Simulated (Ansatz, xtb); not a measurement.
Homolysis of single bonds, series Al Cl-Br. Isolated molecules, 0 K electronic values unless said otherwise. Strings in code marks are SMILES.

Quantity: homolytic bond dissociation enthalpy at 298 K (no spin–orbit term), in eV. Thermal and zero-point terms are GFN2-xTB rigid-rotor harmonic values (xtb).

A: Cl–Al bond of `[Cl][Al]([Cl])[Cl]`, giving `[Cl]` and `[Cl][Al][Cl]`
B: Cl–Al bond of `[Cl][Al]([Br])[Br]`, giving `[Br][Al][Br]` and `[Cl]`
C: Al–Br bond of `[Cl][Al]([Br])[Br]`, giving `[Br]` and `[Cl][Al][Br]`

Q: Rank these by homolytic bond dissociation enthalpy at 298 K (no spin–orbit term) (lowest first), as frozen-core CCSD(T)/cc-pVTZ // TPSSh-D3(BJ)/def2-TZVP (Ansatz, a first-principles code) gives it.

A: C (4.34 eV), B (4.81 eV), A (4.86 eV)
